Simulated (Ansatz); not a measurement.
**[AlH$_{2}$···H···H], doublet: the ladder up to UCCSDT(Q)**

All five atoms lie in one plane.

Geometry: a point of a hydrogen-transfer path between rigid fragments, not a stationary point.

```xyz
5

Al   -0.1079    0.0000    0.0000
H    -0.9009    1.3734    0.0000
H    -0.9009   -1.3734    0.0000
H     1.7751    0.0000    0.0000
H     2.9161    0.0000    0.0000
```

Basis cc-pVTZ; Ansatz 0.2.0. Only valence electrons are correlated (noble-gas cores frozen), which leaves 7 electrons in 85 orbitals. Prefix R: restricted or restricted open-shell reference; prefix U: unrestricted. Active spaces: pair = (3e, 3o) about the gap; valence = (7e, 8o) chosen from the atoms' valence shells.

Full CI isn't at hand for all of this; UCCSDT(Q) serves as the reference, and is uncertain by about the last step of the cluster series. The frozen core follows each run's orbitals, which can shift R against U totals by a few meV.

```
UHF ⟨S²⟩                          : 0.795
T1 diagnostic (RCCSD)             : 0.0328
largest doubles amplitude (RCCSD) : 0.046
T1 diagnostic (UCCSD)             : 0.0212
```

```tsv
level	E − E(RHF) (eV)
UHF	-0.2387
RMP2	-3.0463
UMP2	-3.0321
RCCSD	-3.8267
UCCSD	-3.8317
RCCSD(T)	-3.8971
UCCSD(T)	-3.8965
```

Question: Estimate how far UCCSDT(Q) in cc-pVTZ lies from RCCSD(T). The table doesn't fix it; the size of (T) and the diagnostics are the guide.

Answer: UCCSDT(Q) in cc-pVTZ lies 0.77 mEh below RCCSD(T), which is 30 % of the (T) step (-2.58 mEh). T1 is raised, and the rest is a large part of (T).

The other levels:

```tsv
level	E − E(UCCSDT(Q)) (mEh)	share of correlation (%)	wall time
BCCD(T)	0.77	99.47	2.8 s (H100)
RCCSDT	0.09	99.94	–
UCCSDT	0.07	99.95	–
RCCSDT(Q)	0.02	99.99	7 s (H100)
CASSCF (pair space)	118.36	17.80	–
NEVPT2 (pair space)	29.33	79.63	1.3 s (H100)
MRCISD (pair space)	7.42	94.85	–
MRCISD+Q (pair space)	-0.16	100.11	1.8 s (H100)
CASSCF (valence space)	86.41	39.99	–
NEVPT2 (valence space)	25.89	82.02	4.3 s
NEVPT4(SD) (valence space)	5.09	96.47	3.6 s (H100)
MRCISD (valence space)	4.47	96.90	–
MRCISD+Q (valence space)	0.47	99.67	3.5 s (H100)
```

The correlation energy at UCCSDT(Q), counted from RHF, is -3.918 eV. That run took 8 s on 2 threads of AMD EPYC 7R13 with a shared H100 80 GB, shared host.

Times hold each run's SCF and search for its determinant on a shared host, so for small cases they say little of a method's own cost; rows without a card ran on 1 thread of AMD EPYC 7R13.

Natural occupations of CASSCF (valence space) about the gap: 1.979 1.973 1.955 1.002 0.048 0.021 0.017 0.005; effectively unpaired electrons, Σ n²(2−n)², 1.02.
